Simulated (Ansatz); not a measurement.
The reference is Mo in the bcc (W type) structure (space group Im-3m, No. 229; a = 3.151 Å).

Level of theory: r2SCAN in Ansatz (plane waves to 500 eV, PAW, scalar-relativistic without spin-orbit coupling).

It is then changed as follows: full substitution Mo → Nb; the structure is relaxed again.

Measured lattice parameter a: Mo 3.141 Å (static lattice; corrected from measurement; as listed in Daniel Mejia-Rodriguez, S. B. Trickey, Phys. Rev. B (2018)); Nb 3.294 Å (static lattice; corrected from measurement; as listed in Daniel Mejia-Rodriguez, S. B. Trickey, Phys. Rev. B (2018)).

Task: How well does r2SCAN reproduce the measured shift?

Result: With r2SCAN the lattice parameter a moves by +0.152 Å (3.151 → 3.303) against +0.153 Å measured.

No phonon test of stability was made. The final runs are not spin-polarised.

Ansatz is an electronic-structure program.
